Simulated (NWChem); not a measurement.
# PH3F+ (SMILES F[PH3+]) at 5 levels

Aim: a comparison of 5 runs (HF/STO-3G, B3LYP/6-31G*, BLYP/6-31G*, B3LYP/def2-SVP, PBE0/def2-SVP) of PH3F+. 

The results are computed with NWChem 7.3.0.

## (1) The structure to begin with

PH3F+ has 5 atoms, charge +1, and is taken as a singlet. SMILES: `F[PH3+]`. The coordinates come from a GFN2-xTB relaxation.

Bond lengths: F1–P2 1.558 Å, P2–H3 1.382 Å, P2–H4 1.383 Å, P2–H5 1.383 Å. Angles: F1–P2–H3 102.8°, F1–P2–H4 102.8°, F1–P2–H5 102.8°, H3–P2–H4 115.3°, H3–P2–H5 115.3°, H4–P2–H5 115.3°.

## (2) Energy and gradient at HF/STO-3G (run 1)

Input file fh3p.nw:

```
start fh3p
memory stack 880 mb heap 220 mb global 1100 mb
charge 1
geometry units angstroms noautosym nocenter noautoz
   F    -1.365490    0.250400    0.341100
   P     0.122590   -0.022380   -0.030680
   H     0.038180   -0.428620   -1.349370
   H     0.486130   -1.008290    0.868130
   H     0.718590    1.208890    0.170830
end
basis spherical bse
   * library STO-3G
end
scf
   thresh 1e-08
   maxiter 80
   print low
end
task scf gradient
```

Started as:

```bash
$ nwchem fh3p.nw > fh3p.out
```

Log:

```text
[...]
  functions       =    17
[...]
  wavefunction    = RHF
[...]
         Total SCF energy =   -436.445732504314
      One-electron energy =   -738.101213564251
      Two-electron energy =    231.684559926024
 Nuclear repulsion energy =     69.970921133913
        Time for solution =      0.4s
[...]
                         RHF ENERGY GRADIENTS
    atom               coordinates                        gradient
                 x          y          z           x          y          z
   1 F      -2.580402   0.473187   0.644586    0.067103  -0.012320  -0.016776
   2 P       0.231662  -0.042292  -0.057977   -0.017252   0.003189   0.004110
   3 H       0.072150  -0.809974  -2.549940   -0.016007   0.003662   0.006385
   4 H       0.918652  -1.905392   1.640528   -0.016730   0.004541   0.002573
   5 H       1.357938   2.284471   0.322822   -0.017115   0.000928   0.003708
 Task  times  cpu:        0.6s     wall:        0.6s
 Total times  cpu:        0.7s     wall:        0.7s
```

It took 1.3 s on 1 thread of Intel Xeon Platinum 8488C (Sapphire Rapids), shared host; peak memory 0.099 GiB.

## (3) Energy and gradient at B3LYP/6-31G(d) (Cartesian functions) (run 2)

Input file fh3p.nw:

```
start fh3p
memory 2200 mb
charge 1

geometry units atomic noautosym nocenter noautoz
F     -2.58040213     0.47318742     0.64458558
P      0.23166153    -0.04229207    -0.05797680
H      0.07214974    -0.80997441    -2.54993974
H      0.91865256    -1.90539195     1.64052794
H      1.35793830     2.28447101     0.32282191
end

basis
* library 6-31G*
end

dft
xc b3lyp
grid xfine
convergence energy 1e-08
iterations 100
mulliken
print low
end

task dft gradient
```

Started as:

```bash
$ nwchem fh3p.nw > fh3p.out
```

Log:

```text
[...]
 d= 0,ls=0.0,diis     1   -442.5211676504 -5.12D+02  5.66D-02  2.16D+00     1.1
[...]
 d= 0,ls=0.0,diis     8   -442.6837915939 -2.55D-10  9.04D-07  2.73D-09     8.7
         Total DFT energy =     -442.683791593872
      One electron energy =     -743.815199895686
           Coulomb energy =      265.761130501363
    Exchange-Corr. energy =      -34.600638193720
 Nuclear repulsion energy =       69.970915994170
[...]
      Total Density - Mulliken Population Analysis
     ---------------------------------------------
    Atom       Charge   Shell Charges
 -----------   ------   -------------------------------------------------------
    1 F    9     9.26   1.99  0.97  3.30  0.92  1.99  0.08
    2 P   15    14.18   2.00  1.99  5.97  1.24  2.34  0.23  0.20  0.21
    3 H    1     0.85   0.50  0.35
    4 H    1     0.85   0.50  0.35
    5 H    1     0.85   0.50  0.35
[...]
                         DFT ENERGY GRADIENTS
    atom               coordinates                        gradient
                 x          y          z           x          y          z
   1 F      -2.580402   0.473187   0.644586    0.001061  -0.000212  -0.000273
   2 P       0.231662  -0.042292  -0.057977    0.040000  -0.007308  -0.010148
   3 H       0.072150  -0.809974  -2.549940   -0.012067   0.004061   0.008951
   4 H       0.918653  -1.905392   1.640528   -0.013995   0.006509  -0.000769
   5 H       1.357938   2.284471   0.322822   -0.014999  -0.003050   0.002238
 Task  times  cpu:       11.8s     wall:       11.8s
 Total times  cpu:       11.8s     wall:       11.8s
```

Wall time 13 s (1 thread of Intel Xeon Platinum 8488C (Sapphire Rapids), shared host); peak memory 0.13 GiB.

Run 3 isn't shown in full; the table further down has it.

## (4) Energy and forces at B3LYP/def2-SVP (run 4)

Input file fh3p.nw:

```
start fh3p
memory total 2200 mb
charge 1
geometry units angstrom noautosym nocenter noautoz
F       -1.365490       0.250400       0.341100
P        0.122590      -0.022380      -0.030680
H        0.038180      -0.428620      -1.349370
H        0.486130      -1.008290       0.868130
H        0.718590       1.208890       0.170830
end
basis "ao basis" spherical bse
* library def2-SVP
end
dft
xc b3lyp
mult 1
grid xfine
convergence energy 1e-08
iterations 100
mulliken
end
task dft gradient
```

Started as:

```bash
$ nwchem fh3p.nw > fh3p.out
```

Log:

```text
[...]
          Wavefunction type:  closed shell.
          No. of atoms     :     5
          No. of electrons :    26
[...]
          Charge           :     1
          Spin multiplicity:     1
[...]
          AO basis - number of functions:    47
[...]
              XC Information
              --------------
                         B3LYP Method XC Potential
                     Hartree-Fock (Exact) Exchange  0.200
                        Slater Exchange Functional  0.800 local
                    Becke 1988 Exchange Functional  0.720 non-local
              Lee-Yang-Parr Correlation Functional  0.810
                  VWN I RPA Correlation Functional  0.190 local
[...]
 d= 0,ls=0.0,diis     1   -442.3580330623 -5.12D+02  3.77D-02  1.96D+00     2.2
[...]
 d= 0,ls=0.0,diis     8   -442.5184572627 -1.60D-10  5.87D-07  2.06D-09     9.2
         Total DFT energy =     -442.518457262695
      One electron energy =     -743.520544979493
           Coulomb energy =      265.631629152649
    Exchange-Corr. energy =      -34.600462569764
 Nuclear repulsion energy =       69.970921133913
[...]
  wavefunction    = closed shell
                         DFT ENERGY GRADIENTS
    atom               coordinates                        gradient
                 x          y          z           x          y          z
   1 F      -2.580402   0.473187   0.644586    0.005713  -0.001064  -0.001435
   2 P       0.231662  -0.042292  -0.057977    0.033675  -0.006150  -0.008564
   3 H       0.072150  -0.809974  -2.549940   -0.010384   0.005013   0.012536
   4 H       0.918652  -1.905392   1.640528   -0.013653   0.009195  -0.003814
   5 H       1.357938   2.284471   0.322822   -0.015351  -0.006993   0.001278
[...]
```

It took 12 s on 1 thread of Intel Xeon Platinum 8488C (Sapphire Rapids), shared host; peak memory 0.13 GiB.

## (5) Energy and forces at PBE0/def2-SVP (run 5)

Input file sp.nw:

```
START sp
TITLE "FH3P PBE0"
memory total 2200 mb
charge 1

GEOMETRY units angstrom noautosym nocenter noautoz
  F       -1.365490       0.250400       0.341100
  P        0.122590      -0.022380      -0.030680
  H        0.038180      -0.428620      -1.349370
  H        0.486130      -1.008290       0.868130
  H        0.718590       1.208890       0.170830
END

BASIS "ao basis" spherical bse
  * library def2-SVP
END

DFT
  xc pbe0
  mult 1
  grid xfine
  convergence energy 1e-08
  maxiter 100
  mulliken
  print medium
END

TASK dft gradient
```

Started as:

```bash
$ nwchem sp.nw > sp.out
```

Log:

```text
[...]
          Wavefunction type:  closed shell.
          No. of atoms     :     5
          No. of electrons :    26
[...]
          Charge           :     1
          Spin multiplicity:     1
[...]
          AO basis - number of functions:    47
[...]
              XC Information
              --------------
                         PBE0 Method XC Functional
                     Hartree-Fock (Exact) Exchange  0.250
          PerdewBurkeErnzerhof Exchange Functional  0.750
            Perdew 1991 LDA Correlation Functional  1.000 local
           PerdewBurkeErnz. Correlation Functional  1.000 non-local
[...]
 d= 0,ls=0.0,diis     1   -442.1101864058 -5.12D+02  3.51D-02  1.94D+00     1.3
[...]
 d= 0,ls=0.0,diis     8   -442.2703494111 -2.51D-10  4.26D-07  5.79D-10     8.0
         Total DFT energy =     -442.270349411125
      One electron energy =     -743.565070899341
           Coulomb energy =      265.673281802160
    Exchange-Corr. energy =      -34.349481447856
 Nuclear repulsion energy =       69.970921133913
[...]
  wavefunction    = closed shell
                         DFT ENERGY GRADIENTS
    atom               coordinates                        gradient
                 x          y          z           x          y          z
   1 F      -2.580402   0.473187   0.644586    0.001304  -0.000256  -0.000334
   2 P       0.231662  -0.042292  -0.057977    0.037144  -0.006787  -0.009434
   3 H       0.072150  -0.809974  -2.549940   -0.010022   0.005003   0.012622
   4 H       0.918652  -1.905392   1.640528   -0.013349   0.009259  -0.004018
   5 H       1.357938   2.284471   0.322822   -0.015078  -0.007219   0.001164
[...]
```

Run time: 11 s. Hardware: 1 thread of Intel Xeon Platinum 8488C (Sapphire Rapids), shared host; peak memory 0.12 GiB.

## (6) Overview of the runs

| run | level | Cartesian functions | iteration cap | energy (Eh) | largest force (eV/Å) | wall time |
| --- | --- | --- | --- | --- | --- | --- |
| 1 | HF/STO-3G | no | 80 | -436.445733 | 3.613 | 1.3 s |
| 2 | B3LYP/6-31G* (Cartesian functions) | yes | 100 | -442.683792 | 2.155 | 13 s |
| 3 | BLYP/6-31G* (spherical functions) | no | 100 | -442.641396 | 1.710 | 12 s |
| 4 | B3LYP/def2-SVP | no | 100 | -442.518457 | 1.815 | 12 s |
| 5 | PBE0/def2-SVP | no | 100 | -442.270349 | 2.001 | 11 s |

## (7) What came out

| quantity | value |
| --- | --- |
| run 5: total energy | -442.27035 Eh |
| run 5: HOMO energy | -18.39 eV |
| run 5: LUMO energy | -7.99 eV |
| run 5: HOMO–LUMO gap | 10.40 eV |
| run 5: largest force on an atom | 2.001 eV/Å |

Over runs 3, 4, 5 the HOMO–LUMO gap runs from 7.36 eV (BLYP/6-31G*) to 10.40 eV (PBE0/def2-SVP). The two ends differ in method and basis. Totals of different functionals can't be ranked against each other. In run 1 the basis is minimal, so the values are rough. All runs together took 48 s, the longest 13 s.
